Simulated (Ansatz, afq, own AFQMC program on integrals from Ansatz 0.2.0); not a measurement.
## Where AFQMC and coupled cluster stand for BGeH₃⁺, quartet

```xyz
5

Ge    0.0000    0.0153    0.2548
B     0.0000   -0.1694   -1.6836
H     0.0000    1.3104    1.0937
H     0.0000   -1.1983    1.1926
H     0.0000    0.6029   -2.5878
```

Connectivity, by distances: GeH2–BH.

Basis cc-pVDZ. Noble-gas cores (and the filled d shells of Ga–Kr and In–Xe) are frozen. AFQMC by an in-house program on the Cholesky factors that Ansatz 0.2.0 writes for its CCSD(T) run. ph-AFQMC/CISD is guided by a CISD state made of CCSD amplitudes; releasing the constraint for a short imaginary time cuts its bias at the price of noise, slowly where states lie close. Error bars are statistical, one sigma. No spin–orbit coupling.

Determinant: UHF, the one that the program's search chose, which needn't be the lowest solution. The geometry is a PBE0/def2-TZVP stationary point of this or a neighbouring charge and spin state.

No full CI on the walks' own integrals is used here; CCSDT(Q) serves as the reference and is uncertain by about the last step of the cluster series.

Cautions: no relativity below Rb; no spin-orbit coupling; inner d shell frozen; lower spins were not checked; higher spins were not checked; the released energies have errors that jump between times, so the bars are unsure, so no released level is given (meV from the phaseless value at times in 1/Eh: -4 ± 5 at 0.24, -27 ± 13 at 0.51, -16.4 ± 2.2 at 0.99, -22.0 ± 1.8 at 1.62, -25 ± 3 at 2.40), though the last usable value meets CCSDT(Q) within the noise.

- T1 diagnostic: 0.0343
- weight of the determinant in the CISD state: 0.873
- ⟨S²⟩ of the determinant: 3.758
- size of the correlated space: 9 electrons in 41 orbitals

Reference: CCSDT(Q), correlation energy -4.621 eV.

```
        level  E − E(reference) (kJ/mol)  share of correlation (%)
           HF                      445.8                      0.00
          MP2                      119.9                     73.10
         CCSD                       18.7                     95.80
      CCSD(T)                        5.0                     98.87
        CCSDT                        0.7                     99.85
ph-AFQMC/CISD                  2.7 ± 0.2                     99.38
```

A walk keeps the symmetry of its determinant, which the program's search chose and which needn't be the lowest solution, so a lower state of the same spin and another symmetry isn't excluded.
